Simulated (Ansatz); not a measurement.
# CH₄OSi: one structure at several levels

How do the functionals fare away from a minimum? The structure is a structure displaced at random from a GFN2-xTB minimum.

Program: Ansatz 0.2.0, Gaussian basis. Level of theory: single points in def2-TZVPP. These are calculated values, not measurements.

Cores are frozen in the correlated methods.

### 1 The system as given

SMILES `CO[SiH]`, 7 atoms, charge 0, spin multiplicity 1.

Atoms are counted from 1 here; the program's logs count them from 0.

Bond lengths: C1–O2 1.357 Å, C1–H4 1.007 Å, C1–H5 1.057 Å, C1–H6 1.141 Å, O2–Si3 1.594 Å, Si3–H7 1.478 Å. Angles: O2–C1–H4 109.0°, O2–C1–H5 113.1°, O2–C1–H6 104.3°, H4–C1–H5 121.4°, H4–C1–H6 103.4°, H5–C1–H6 103.6°, C1–O2–Si3 137.5°, O2–Si3–H7 105.8°.

Coordinates:

```xyz
7

C    -0.55760    0.42720   -0.47230
O    -0.39610   -0.58970    0.41130
Si    0.81020   -1.32160    1.15360
H    -1.52090    0.46040   -0.76230
H     0.23040    0.49720   -1.17320
H    -0.43980    1.36960    0.15940
H     2.03340   -0.60450    0.73810
```

### 2 CCSD(T)/def2-TZVPP

Input file run/in.yaml:

```yaml
crystal:
  periodic: [false, false, false]
  atoms:
    - {symbol: C, position_ang: [-0.557600, 0.427200, -0.472300]}
    - {symbol: O, position_ang: [-0.396100, -0.589700, 0.411300]}
    - {symbol: Si, position_ang: [0.810200, -1.321600, 1.153600]}
    - {symbol: H, position_ang: [-1.520900, 0.460400, -0.762300]}
    - {symbol: H, position_ang: [0.230400, 0.497200, -1.173200]}
    - {symbol: H, position_ang: [-0.439800, 1.369600, 0.159400]}
    - {symbol: H, position_ang: [2.033400, -0.604500, 0.738100]}
basis:
  gaussian: {orbitals: def2-TZVPP}
correlation: {method: ccsd_t}
output: {forces: true}
```

The command line of these runs was not kept.

### 3 PBE0-D4/def2-TZVPP

run/in.yaml: that of step 2 with these lines changed.

```diff
@@ -12,3 +12,3 @@
   gaussian: {orbitals: def2-TZVPP}
-correlation: {method: ccsd_t}
-output: {forces: true}
+hamiltonian: {xc: pbe0, dispersion: d4}
+output: {forces: true, orbitals: {seedname: orbitals}}
```

### 4 wB97M-V/def2-TZVPP

run/in.yaml: that of step 3 with these lines changed.

```diff
@@ -12,3 +12,3 @@
   gaussian: {orbitals: def2-TZVPP}
-hamiltonian: {xc: pbe0, dispersion: d4}
-output: {forces: true, orbitals: {seedname: orbitals}}
+hamiltonian: {xc: {name: wB97M-V}}
+output: {forces: true}
```

### 5 r2SCAN-D4/def2-TZVPP

run/in.yaml: that of step 4 with these lines changed.

```diff
@@ -12,3 +12,3 @@
   gaussian: {orbitals: def2-TZVPP}
-hamiltonian: {xc: {name: wB97M-V}}
+hamiltonian: {xc: r2scan, dispersion: d4}
 output: {forces: true}
```

### 6 PBE-D4/def2-TZVPP

run/in.yaml: that of step 5 with these lines changed.

```diff
@@ -12,3 +12,3 @@
   gaussian: {orbitals: def2-TZVPP}
-hamiltonian: {xc: r2scan, dispersion: d4}
+hamiltonian: {xc: pbe, dispersion: d4}
 output: {forces: true}
```

### 7 BLYP-D4/def2-TZVPP

run/in.yaml: that of step 6 with these lines changed.

```diff
@@ -12,3 +12,3 @@
   gaussian: {orbitals: def2-TZVPP}
-hamiltonian: {xc: pbe, dispersion: d4}
+hamiltonian: {xc: {name: BLYP}, dispersion: d4}
 output: {forces: true}
```

### 8 B97M-V/def2-TZVPP

run/in.yaml: that of step 7 with these lines changed.

```diff
@@ -12,3 +12,3 @@
   gaussian: {orbitals: def2-TZVPP}
-hamiltonian: {xc: {name: BLYP}, dispersion: d4}
+hamiltonian: {xc: {name: B97M-V}}
 output: {forces: true}
```

(Steps that only read results are left out.)

Q: Predict the outcome of this session. Wanted: energy less free atoms, CCSD(T)/def2-TZVPP; RMS force component; RMS force error; HOMO and LUMO, PBE0-D4; T1 diagnostic.

**Answer**, as computed:

| quantity | value |
| --- | --- |
| energy less free atoms, CCSD(T)/def2-TZVPP | -2337.8 kJ/mol |
| RMS force component | 1.529 to 1.618 eV/Å over the methods |
| RMS force error | PBE0-D4 0.157, wB97M-V 0.070, r2SCAN-D4 0.092, PBE-D4 0.204, BLYP-D4 0.189, B97M-V 0.164 eV/Å |
| HOMO and LUMO, PBE0-D4 | -6.14 and -1.88 eV |
| T1 diagnostic | 0.015 |

Against CCSD(T) the functionals' energies less atoms differ by -91.4 to -45.6 kJ/mol, PBE-D4 by -91.4 kJ/mol. CCSD(T) in triple zeta still lacks some correlation energy of the bonds, so part of these gaps is its own basis error and they don't rank the functionals. For forces wB97M-V does best and PBE-D4 worst. The restricted Hartree–Fock reference is unstable towards an unrestricted one at one or more of these structures.
